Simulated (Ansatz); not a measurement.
# One shape, several levels: CH5Al (AlH2Me)

Wanted: a comparison of 6 runs (B3LYP/STO-3G, UPBE/STO-3G, CCSDT(Q)/STO-3G, CCSDT/STO-3G, CCSD/STO-3G, CCSD(T)/STO-3G) of CH5Al (AlH2Me). 

Program for the calculation: Ansatz 0.2.0.

56 further runs of the same task are left out: 2 that didn't finish, 54 set aside as unsound or not needed.

### Step 1. The system as given

CH5Al: 7 atoms, total charge 0, spin state singlet. SMILES: `[H][Al]([H])[CH3]`. The H3–Al1 distance was set to 3.103 Å, away from the relaxed value. At this shape a bond of the SMILES string is far longer than usual.

Bond lengths: Al1–C4 1.985 Å, Al1–H2 1.551 Å, C4–H5 1.097 Å, C4–H6 1.098 Å, C4–H7 1.098 Å. Angles: Al1–C4–H5 113.2°, Al1–C4–H6 112.2°, Al1–C4–H7 112.2°, H2–Al1–C4 123.8°, H5–C4–H6 106.1°, H5–C4–H7 105.9°, H6–C4–H7 106.7°.

### Step 2. A single-point energy at B3LYP/STO-3G (run 1)

File molecule.yaml:

```yaml
crystal:
  periodic: [false, false, false]
  atoms:
    - {symbol: Al, position_ang: [1.221566, -0.463661, 0.027140]}
    - {symbol: H, position_ang: [2.768936, -0.358911, 0.069450]}
    - {symbol: H, position_ang: [-0.157080, 2.315610, -0.032820]}
    - {symbol: C, position_ang: [0.232526, -2.184181, 0.027230]}
    - {symbol: H, position_ang: [0.110716, -2.613481, -0.975120]}
    - {symbol: H, position_ang: [-0.779914, -2.079931, 0.438810]}
    - {symbol: H, position_ang: [0.739216, -2.953281, 0.625180]}
basis:
  gaussian: {orbitals: STO-3G}
accuracy: high
hamiltonian: {xc: {name: B3LYP}}
```

Run with:

```console
$ ansatz run molecule.yaml --threads 1 --pin off --max-ram 2610MiB --events-out events.jsonl --progress --plain --runs-dir runs
```

Log:

```text
Warning: RAYON_NUM_THREADS=1 ignored (pool sized by the plan → 1); use --threads N
Functional definition: B3LYP
  name "B3LYP"
  parameter a0 = 0.2
  parameter ax = 0.72
  parameter ac = 0.81
  exchange = (1 - a0 - ax)*slater_x + ax*b88_x + a0*exact_x
  correlation = (1 - ac)*vwn_rpa_c + ac*lyp_c
331 factors; integrals over basis functions are off by at most 4.2e-9 eV
mean field evaluation 1: about -7610.8572 eV, gradient 2.3e1 eV
mean field evaluation 2: about -7601.5795 eV, gradient 2.5e1 eV
mean field evaluation 4: about -7616.0070 eV, gradient 1.2e1 eV
mean field evaluation 8: about -7615.9566 eV, gradient 1.2e1 eV
mean field evaluation 16: about -7617.1098 eV, gradient 2.1e-8 eV
mean field -7617.10982676 eV, -279.9236230710 hartree, gradient 2.1e-8 eV, S^2 0.000000; 0 other end points of the search recorded, 0 dependent functions left out
reference -7617.10985965 eV, -279.9236242796 hartree; 12, 12 occupied and 7, 7 virtual orbitals, 331 factors
Total energy: -7617.10985965 eV, -279.9236242796 hartree
```

Run time: 1.2 s. Hardware: 1 thread of Arm Neoverse V2, shared host; peak memory 0.098 GiB.

### Step 3. A single-point energy at UPBE/STO-3G (run 2)

Changes to molecule.yaml since step 2:

```diff
@@ -11,4 +11,8 @@
 basis:
-  gaussian: {orbitals: STO-3G}
+  gaussian:
+    orbitals: STO-3G
+magnetization:
+  spin_polarized: true
+hamiltonian:
+  xc: {name: PBE}
 accuracy: high
-hamiltonian: {xc: {name: B3LYP}}
```

Run with:

```console
$ ansatz run molecule.yaml --threads 1 --pin off --max-ram 2610MiB --events-out events.jsonl --progress --plain --runs-dir runs
```

Log:

```text
Warning: RAYON_NUM_THREADS=1 ignored (pool sized by the plan → 1); use --threads N
Functional definition: PBE
  name "PBE"
  parameter kappa = 0.804
  parameter beta = 0.06672455060314922
  exchange = pbe_x(kappa = kappa, mu = beta*pi^2/3)
  correlation = pbe_c(beta = beta)
331 factors; integrals over basis functions are off by at most 4.2e-9 eV
mean field evaluation 1: about -7603.6789 eV, gradient 1.9e1 eV
mean field evaluation 2: about -7593.3821 eV, gradient 2.3e1 eV
mean field evaluation 4: about -7610.2594 eV, gradient 9.0e0 eV
mean field evaluation 8: about -7611.1336 eV, gradient 3.3e0 eV
mean field evaluation 16: about -7611.2105 eV, gradient 2.0e-3 eV
mean field evaluation 32: about -7611.5601 eV, gradient 4.2e-6 eV
mean field -7611.56012093 eV, -279.7196751434 hartree, gradient 1.6e-8 eV, S^2 0.691330; 3 other end points of the search recorded, 0 dependent functions left out
reference -7611.56012331 eV, -279.7196752308 hartree; 12, 12 occupied and 7, 7 virtual orbitals, 331 factors
Total energy: -7611.56012331 eV, -279.7196752308 hartree
```

Wall time 4.5 s (1 thread of Arm Neoverse V2, shared host); peak memory 0.14 GiB.

Runs 3 to 4 aren't shown in full; the table further down has their settings and results.

### Step 4. A single-point energy at CCSD/STO-3G (run 5)

Changes to molecule.yaml since step 3:

```diff
@@ -11,8 +11,5 @@
 basis:
-  gaussian:
-    orbitals: STO-3G
-magnetization:
-  spin_polarized: true
-hamiltonian:
-  xc: {name: PBE}
+  gaussian: {orbitals: STO-3G}
+correlation: {method: ccsd, frozen_orbitals: {Al: 5, C: 1, H: 0}}
 accuracy: high
+scf: {omitted_lower_state_checks: [cluster_reference, increment]}
```

Run with:

```console
$ ansatz run molecule.yaml --threads 1 --pin off --max-ram 2610MiB --events-out events.jsonl --progress --plain --runs-dir runs
```

Log, cut to the lines that bear on the results:

```text
Warning: RAYON_NUM_THREADS=1 ignored (pool sized by the plan → 1); use --threads N
Functional definition: HF
  name "HF"
[...]
331 factors; integrals over basis functions are off by at most 4.2e-9 eV
[...]
mean field -7592.74361058 eV, -279.0281811425 hartree, gradient 6.0e-8 eV, S^2 0.000000; 0 other end points of the search recorded, 0 dependent functions left out; unrestricted orbitals would lower it
6 core orbitals not correlated: weight in the atoms' cores, before any rotation towards them, 0.999 or more for the frozen orbitals, at most 0.000 for the correlated occupied ones
reference -7592.74361058 eV, -279.0281811425 hartree; 6, 6 occupied and 7, 7 virtual orbitals, 331 factors
second order -3.89114407 eV of doubles, -0.00000000 eV of singles
cycle   1  -3.85657426 eV  change    -1.2e0 eV  update   1.5e-1
[...]
cycle  32  -6.02970832 eV  change   3.5e-11 eV  update  8.7e-11
WARN: these amplitudes may be one of several solutions (largest doubles amplitude 0.68, level shift 7.33 eV)
Total energy: -7598.77331891 eV, -279.2497688362 hartree
Checks for a lower state left out: cluster_reference, increment
```

It took 0.14 s on 1 thread of Arm Neoverse V2, shared host.

### Step 5. A single-point energy at CCSD(T)/STO-3G (run 6)

File run.yaml:

```yaml
crystal:
  periodic: [false, false, false]
  atoms:
    - {symbol: Al, position_ang: [1.221566, -0.463661, 0.027140]}
    - {symbol: H, position_ang: [2.768936, -0.358911, 0.069450]}
    - {symbol: H, position_ang: [-0.157080, 2.315610, -0.032820]}
    - {symbol: C, position_ang: [0.232526, -2.184181, 0.027230]}
    - {symbol: H, position_ang: [0.110716, -2.613481, -0.975120]}
    - {symbol: H, position_ang: [-0.779914, -2.079931, 0.438810]}
    - {symbol: H, position_ang: [0.739216, -2.953281, 0.625180]}
basis:
  gaussian:
    orbitals: STO-3G
scf:
  omitted_lower_state_checks: [cluster_reference, increment]
correlation:
  method: ccsd_t
  frozen_orbitals: {Al: 5, C: 1, H: 0}
accuracy: high
```

Run with:

```console
$ ansatz run run.yaml --threads 1 --pin off --max-ram 2610MiB --events-out events.jsonl --progress --plain --runs-dir runs
```

Log, cut to the lines that bear on the results:

```text
Warning: RAYON_NUM_THREADS=1 ignored (pool sized by the plan → 1); use --threads N
Functional definition: HF
  name "HF"
[...]
331 factors; integrals over basis functions are off by at most 4.2e-9 eV
[...]
mean field -7592.74361058 eV, -279.0281811425 hartree, gradient 6.0e-8 eV, S^2 0.000000; 0 other end points of the search recorded, 0 dependent functions left out; unrestricted orbitals would lower it
6 core orbitals not correlated: weight in the atoms' cores, before any rotation towards them, 0.999 or more for the frozen orbitals, at most 0.000 for the correlated occupied ones
reference -7592.74361058 eV, -279.0281811425 hartree; 6, 6 occupied and 7, 7 virtual orbitals, 331 factors
second order -3.89114407 eV of doubles, -0.00000000 eV of singles
cycle   1  -3.85657426 eV  change    -1.2e0 eV  update   1.5e-1
[...]
cycle  32  -6.02970832 eV  change   3.5e-11 eV  update  8.7e-11
perturbative correction -0.20440290 eV, -0.0075116679 hartree
WARN: these amplitudes may be one of several solutions (largest doubles amplitude 0.68, level shift 7.33 eV)
Total energy: -7598.97772180 eV, -279.2572805042 hartree
Checks for a lower state left out: cluster_reference, increment
```

It took 0.14 s on 1 thread of Arm Neoverse V2, shared host.

### Step 6. The series

```
run            level  frozen core orbitals  energy (Eh)  wall time
  1     B3LYP/STO-3G                     –  -279.923624      1.2 s
  2      UPBE/STO-3G                     –  -279.719675      4.5 s
  3  CCSDT(Q)/STO-3G                     6  -279.256047      0.3 s
  4     CCSDT/STO-3G                     6  -279.256097     0.26 s
  5      CCSD/STO-3G                     6  -279.249769     0.14 s
  6   CCSD(T)/STO-3G                     6  -279.257281     0.14 s
```

### Step 7. Results

```
                                          quantity          value
                               run 6: total energy  -279.25728 Eh
run 6: correlation energy (6 core orbitals frozen)     -229.1 mEh
                             run 6: (T) correction      -7.51 mEh
                              run 6: T1 diagnostic          0.067
```

In words: Totals of different functionals can't be ranked against each other. In runs 5, 6 the T1 diagnostic is large, so a single reference may not serve. In runs 3, 4, 5, 6 the log says that unrestricted orbitals would lower the reference, so the values rest on an unstable closed-shell determinant (other closed-shell runs at this shape may share the fault). In runs 1, 2, 3, 4, 5, 6 the basis is minimal, so the values are rough. Spin contamination of the reference: run 2 ⟨S²⟩ = 0.69. Where it is this large, the reference is a mixture of spin states, and values that rest on it are in doubt. All runs together took 6.6 s, the longest 4.5 s.
